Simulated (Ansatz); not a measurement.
Start from `C=CC(F)Cl` and change one atom or group to get `FC(Cl)Cl`.

Ansatz, PBE0-D4/def2-TZVP geometries, multiplicity 1. Each molecule was computed in one conformer, which needn't be the lowest.

```csv
property,`C=CC(F)Cl`
LUMO energy (PBE/def2-TZVPP) / eV,-1.69
HOMO energy (PBE0/def2-TZVPP) / eV,-8.20
size of the dipole moment (B3LYP/def2-TZVPP) / D,2.00
zero-point energy (PBE0-D4/def2-TZVP) / kJ/mol,168.3
size of the dipole moment (PBE/def2-TZVPP) / D,1.90
HOMO energy (PBE/def2-TZVPP) / eV,-7.03
```

Question: What does the change do to each property? (Best estimate.)

Answer: The calculation gave: 
```
                                        property  `FC(Cl)Cl`   shift
               LUMO energy (PBE/def2-TZVPP) / eV       -1.39    0.30
              HOMO energy (PBE0/def2-TZVPP) / eV       -9.13   -0.93
size of the dipole moment (B3LYP/def2-TZVPP) / D        1.25   -0.75
  zero-point energy (PBE0-D4/def2-TZVP) / kJ/mol        57.0  -111.3
  size of the dipole moment (PBE/def2-TZVPP) / D        1.16   -0.74
               HOMO energy (PBE/def2-TZVPP) / eV       -7.67   -0.64
```

With PBE0 the HOMO falls by 0.93 eV and the LUMO rises by 0.38 eV, so the gap widens by about 1.31 eV. PBE moves the HOMO by -0.64 eV and ωB97M-V by -0.96 eV. The zero-point energy changes by -111.3 kJ/mol with -12 modes. Dipoles are sizes alone; their direction can turn.

B3LYP here is the variant with VWN-RPA as its local correlation; programs differ in this.
